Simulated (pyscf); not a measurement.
Thermochemistry of product channels of HGa=AsH + silylene (SiH₂) [singlet] on the singlet surface, in kcal/mol, from CCSD(T)/def2-TZVPP + ΔMP2(QZVPP) energies (ideal gas, 1 atm, RRHO with modes under 100 cm⁻¹ raised to 100, one conformer, R ln 2 for rigid chiral ones). Structures and frequencies: ωB97X-D3(BJ)/def2-SVP in PySCF. MP2 and CC: frozen core, UHF for open shells. ΔMP2 is the change of the MP2 total energy from the triple- to the quadruple-zeta basis.

| products | ΔE | ΔH(298 K) | ΔG(900 K) | ΔG(1200 K) |
|---|---|---|---|---|
| H₃Si–AsH–Ga [singlet] | -76.7 | -72.7 | -40.8 | -30.6 |
| H₃Si–Ga=AsH | [?] | -60.0 | -30.0 | -20.6 |

Q: Some entries are withheld; supply them.

A: 
- H₃Si–Ga=AsH, ΔE: -63.6

These are energies of the channels, which say nothing of barriers. HGa=AsH lies 12.3 kcal/mol over its isomer Ga–AsH₂ [singlet], and others may lie lower still (electronic energy, ωB97M-D3(BJ)). The CCSD(T) − MP2 part came from Ansatz, without density fitting, on the same reference. The frozen core leaves the outer d or s,p core shells of the metals and heavy elements correlated in the MP2 and CC values, and def2-TZVPP describes them poorly, which can shift differences by a few kcal/mol. Elements up to Kr have no core potential and no relativistic terms here.
